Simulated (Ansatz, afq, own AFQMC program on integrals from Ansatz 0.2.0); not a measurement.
NH$_{3}$⁺, doublet in 6-31G, levels against full CI

```
atom    x (Å)    y (Å)    z (Å)
   N   0.0000   0.0000   0.0000
   H   1.1684   0.0157  -0.0001
   H  -0.5978   1.0040  -0.0032
   H  -0.5706  -1.0197   0.0032
```

Basis 6-31G. Only valence electrons are correlated. AFQMC by an in-house program on the Cholesky factors that Ansatz 0.2.0 writes for its CCSD(T) run. ph-AFQMC/CISD is guided by a CISD state made of CCSD amplitudes; releasing the constraint for a short imaginary time cuts its bias at the price of noise, slowly where states lie close. Error bars are statistical, one sigma.

Determinant: UHF, the one that the program's search chose, which needn't be the lowest solution. The geometry is a point of a scan.

Full CI on the same integrals is exact in this basis and with this determinant's frozen core.

* T1 diagnostic: 0.0119
* weight of the determinant in the CISD state: 0.944
* ⟨S²⟩ of the determinant: 0.771
* size of the correlated space: 7 electrons in 14 orbitals

Reference: full CI, correlation energy -3.210 eV. The released energy is read at 2.40 1/Eh (meV from the phaseless value at times in 1/Eh: 1.3 ± 1.2 at 0.24, 2.2 ± 1.3 at 0.51, 2.9 ± 1.2 at 0.99, 1.7 ± 0.9 at 1.62, 2.5 ± 1.0 at 2.40).

| level | E − E(reference) (kcal/mol) | share of correlation (%) |
| --- | --- | --- |
| HF | 74.03 | 0.00 |
| MP2 | 13.09 | 82.32 |
| CCSD | 1.13 | 98.47 |
| CCSD(T) | 0.33 | 99.56 |
| CCSDT | 0.17 | 99.76 |
| CCSDT(Q) | 0.01 | 99.99 |
| CCSDTQ | 0.01 | 99.99 |
| ph-AFQMC/CISD | -0.04 ± 0.05 | 100.06 |
| released AFQMC | 0.02 ± 0.02 | 99.98 |

CCSDT and higher add their correlation energy to the determinant of the CCSD(T) run, since their own runs factorise the integrals more tightly (a shift of under 2 meV). A walk keeps the symmetry of its determinant, which the program's search chose and which needn't be the lowest solution, so a lower state of the same spin and another symmetry isn't excluded. Released energies are given only where the last usable release times agree within the noise; a slower fall can still hide under it.
